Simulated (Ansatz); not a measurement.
## How methods differ on [SiH3]− (SMILES [H][Si-]([H])[H])

[SiH3]−: 4 atoms, total charge -1, spin state singlet. As SMILES, `[H][Si-]([H])[H]`. Geometry: relaxed at GFN1-xTB.

```jsonl
{"atom": "Si", "x (Å)": "0.0000", "y (Å)": "0.0000", "z (Å)": "0.0000"}
{"atom": "H", "x (Å)": "0.8568", "y (Å)": "-0.0338", "z (Å)": "0.0280"}
{"atom": "H", "x (Å)": "-0.3997", "y (Å)": "0.7591", "z (Å)": "0.0039"}
{"atom": "H", "x (Å)": "-0.4571", "y (Å)": "-0.7253", "z (Å)": "-0.0319"}
```

Each level gives the energy change with the Si1–H2 bond stretched from 0.858 to 1.716 Å (eV). The values are calculated.

```csv
level,kind,program,value (eV)
BLYP/6-31G (restricted),GGA,Ansatz,-10.71
revPBE/6-31G (restricted),GGA,Ansatz,-10.88
BHLYP/6-31G (restricted),global hybrid,Ansatz,?
PBE0/6-31G (restricted),global hybrid,Ansatz,?
r2SCAN0/6-31G (restricted),hybrid meta-GGA,Ansatz,-10.71
CAM-B3LYP/6-31G (restricted),range-separated hybrid,Ansatz,-10.64
B2PLYP/6-31G (restricted),double hybrid,Ansatz,-10.72
CCSDT(Q)/6-31G (restricted),coupled cluster or CI,Ansatz,-10.96
FCI/3-21G,exact in the basis,Ansatz,-10.97
```

Problem. Estimate the missing values from the other rows.

Solution. As computed at these levels: BHLYP/6-31G (restricted): -10.62 eV; PBE0/6-31G (restricted): -10.78 eV. Sets without diffuse functions describe the anion poorly. The first shape isn't each level's own minimum. The values span -10.97 to -10.62 eV. All rows use very small basis sets, so even the best lies far from the true value.
